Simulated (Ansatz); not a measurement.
## Several solutions for singlet NO(+)

```xyz
2

N     0.0000    0.0000    0.0000
O     0.0000    0.0000    1.8020
```

Basis set: 6-31G (spherical functions). Charge 1, multiplicity 1.

PBE0 (unrestricted) was run from several starts with Ansatz (development build ahead of 0.2.0).

```tsv
run	program	start	converged	energy (hartree)	<S²>
A	Ansatz	atomic start, no search	yes	-128.98740	0.00
B	Ansatz	stability test followed	yes	-129.10488	1.98
C	Ansatz	search for the lowest state	yes	-129.10488	1.98
```

Question: Which runs reached the lowest solution of this kind, and what is wrong with the others?

Answer: B, C reached the lowest solution found. Converged but too high: A by 3.20 eV. Convergence only shows a stationary point, and even a stable one can lie too high; stability tests and further starts are what find lower ones. Caution: the unrestricted determinant is a mixture of spin states.
